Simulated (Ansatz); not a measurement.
# SnPd (Pnma)

These are results of DFT r2SCAN, scalar-relativistic, plane waves, PAW (Ansatz 0.2.0), not measurements.

Plane waves to 500 eV, a k mesh through Γ of 6×10×6 on the computed 8-atom cell and Gaussian smearing (0.10 eV); no spin polarisation.

The structure is relaxed at this level of theory with its symmetry kept. Whether it is the stable form of this composition wasn't checked.

```cif
data_structure
_symmetry_space_group_name_H-M 'Pnma'
_symmetry_Int_Tables_number 62
_cell_length_a 6.1501
_cell_length_b 3.9127
_cell_length_c 6.4647
_cell_angle_alpha 90.000
_cell_angle_beta 90.000
_cell_angle_gamma 90.000
_cell_volume 155.56
loop_
_atom_site_label
_atom_site_type_symbol
_atom_site_symmetry_multiplicity
_atom_site_Wyckoff_symbol
_atom_site_fract_x
_atom_site_fract_y
_atom_site_fract_z
_atom_site_occupancy
Sn1 Sn 4 c 0.80792 0.75000 0.59022 1
Pd1 Pd 4 c 0.99105 0.75000 0.19080 1
```

| Item | Value |
| --- | --- |
| Space group | Pnma (No. 62) |
| Volume per atom | 131.2 bohr³ |
| Formation energy from the elements' standard states (uncorrected) | -0.506 eV/atom |
| Generalised Kohn–Sham band gap | none (metal) |
| Density of states at the Fermi level | 1.96 states/eV per cell |
| Löwdin character within 0.5 eV of the Fermi level | Sn 5p 54 %, Pd 4d 27 %, Sn 5s 14 %, unprojected 5 % |
| Bader charges (e) | Sn (4 in the cell) 0.59, Pd (4 in the cell) -0.59 |

Cost: 1 run of about 12 core-minutes, on AMD EPYC 7R43 (Zen 3) (shared hosts).